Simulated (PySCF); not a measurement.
Gas-phase reaction: AlCH3 + C3H8 = AlH(CH3)2 + C2H4

Method: PySCF energies plus ideal-gas RRHO corrections (1 bar). † marks an energy on the PBE0/def2-TZVP geometry and frequencies; other levels use their own. MP2 freezes the core. 6-31G* has spherical d functions here. All species are closed-shell singlets. B3LYP is the form with VWN-RPA correlation. Methyl groups turn as free rotors in AlH(CH3)2. AlCH3, AlH(CH3)2: computed as isolated molecules; such fragments, hydroxides, amides, oligomers or adducts are transient or little studied in the gas. MP2 isn't extrapolated to the basis-set limit; its ΔH°(298 K) is -2.8 kJ in def2-SVP and -19.5 kJ in def2-TZVPP. The harmonic model lacks anharmonicity and excited electronic states, which grow with temperature; levels with a mode under 35 cm⁻¹ are left out. Internal rotation in C3H8 is treated as a harmonic vibration of one conformer, which makes the entropy rough.

```json
[
 {"level": "B3LYP/6-31G*", "ΔE electronic, kJ": "25", "ΔH°(298 K), kJ": "3", "ΔS°(298 K), J/K": "22", "ΔG°(1200 K), kJ": "-29"},
 {"level": "HF/6-31G*", "ΔE electronic, kJ": "24", "ΔH°(298 K), kJ": "0", "ΔS°(298 K), J/K": "22", "ΔG°(1200 K), kJ": "-32"},
 {"level": "MP2/def2-SVP†", "ΔE electronic, kJ": "19", "ΔH°(298 K), kJ": "-3", "ΔS°(298 K), J/K": "21", "ΔG°(1200 K), kJ": "-33"},
 {"level": "MP2/def2-TZVPP†", "ΔE electronic, kJ": "2", "ΔH°(298 K), kJ": "-19", "ΔS°(298 K), J/K": "21", "ΔG°(1200 K), kJ": "-50"},
 {"level": "r2SCAN/def2-TZVP†", "ΔE electronic, kJ": "-9", "ΔH°(298 K), kJ": "-31", "ΔS°(298 K), J/K": "21", "ΔG°(1200 K), kJ": "-62"},
 {"level": "ωB97M-V/def2-TZVP†", "ΔE electronic, kJ": "6", "ΔH°(298 K), kJ": "-16", "ΔS°(298 K), J/K": "21", "ΔG°(1200 K), kJ": "-46"},
 {"level": "ωB97X-V/def2-TZVP†", "ΔE electronic, kJ": "2", "ΔH°(298 K), kJ": "-20", "ΔS°(298 K), J/K": "21", "ΔG°(1200 K), kJ": "-50"}
]
```
ΔH° is lowest at r2SCAN/def2-TZVP† and highest at B3LYP/6-31G*. No reference value is set beside these.
